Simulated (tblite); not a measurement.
Compound: C5H9O (doublet state).
Geometry (GFN2-xTB, Å), atoms numbered from 1 in this order:
```
atom  x, y, z in Å
C1    -1.786    0.858   -0.827
C2    -1.397   -0.171   -0.087
C3    -0.218   -1.001   -0.394
C4     1.013   -0.689    0.614
C5     1.426    0.778    0.481
O6     1.940   -1.577    0.400
H7    -2.669    1.427   -0.592
H8    -1.245    1.154   -1.711
H9    -1.949   -0.440    0.805
H10   -0.426   -2.064   -0.278
H11    0.173   -0.807   -1.391
H12    0.520   -0.853    1.604
H13    2.227    0.983    1.187
H14    1.803    0.974   -0.520
H15    0.586    1.436    0.686
```

Computed with GFN2-xTB (tblite): harmonic, unscaled wavenumbers at the GFN2-xTB geometry, gas phase. Errors from tens to a few hundred cm⁻¹ against measured bands are possible. One conformer, not necessarily the lowest. Open shells enter through the occupations alone, without spin polarisation, and single modes of such species can be off by tens of per cent.

Harmonic wavenumbers (cm⁻¹): 68.4, 93.0, 179.0, 235.7, 285.1, 342.3, 420.4, 454.3, 604.3, 715.5, 866.2, 895.9, 920.3, 939.5, 991.4, 1000.3, 1049.2, 1081.9, 1114.0, 1173.9, 1216.0, 1251.6, 1289.0, 1321.4, 1384.3, 1397.0, 1453.2, 1468.0, 1482.6, 1664.0, 2601.2, 3006.3, 3009.3, 3036.7, 3039.9, 3044.4, 3058.9, 3104.5, 3134.5.

A = 6971, B = 2218, C = 1851 MHz; mass 85.065 u (most abundant isotopes); point group C1, symmetry number 1; spin multiplicity 2.

**Question.** Zero-point energy?

**Answer.** Half the sum of the wavenumbers: 27197 cm⁻¹ = 77.76 kcal/mol.

**Question.** What is S at 273.15 K and 1 bar for an ideal gas of classical rigid rotors and harmonic oscillators?

**Answer.** Translation 38.83, rotation 26.56, vibration 16.56, spin (R ln 2) 1.38: S = 83.3 cal/(mol K).

**Question.** And Cp and H(273.15 K) − H(0)?

**Answer.** Cp = 26.56 cal/(mol K), of which vibrations give 18.61 (their classical limit is 39 R = 77.5); H(273.15 K) − H(0) = 4.66 kcal/mol without the zero-point energy, 2.49 from vibrations.

**Question.** Blend soft modes into free rotors: weight 1/[1 + (100 cm⁻¹/ν̃)⁴] for the oscillator and the rest for a rotor with moment μB/(μ + B), μ = h/(8π²ν), B = 10⁻⁴⁴ kg m². What vibrational entropy results?

**Answer.** 15.53 cal/(mol K) in place of 16.56, which changes −T·S at 273.15 K by +0.28 kcal/mol.

**Question.** How do the functions run with temperature in this model?

**Answer.** 
```csv
T (K),S (cal/(mol K)),Cp (cal/(mol K)),H − H(0) (kcal/mol),G − H(0) (kcal/mol),ln q(vib)
150,70.3,18.1,1.92,-8.62,1.71
250,81.1,24.9,4.06,-16.20,3.37
298.15,85.7,28.4,5.35,-20.22,4.17
400,95.2,36.0,8.63,-29.43,5.91
600,112.2,48.2,17.13,-50.20,9.36
900,134.2,60.1,33.52,-87.27,14.43
```

q(vib) and H(0) count from the zero-point level.

Hindered rotation and anharmonicity are outside this model. Other conformers, if any are populated, would add a mixing term that is left out. The structure is chiral; the term R ln 2 for an equal mix with its mirror image is left out.
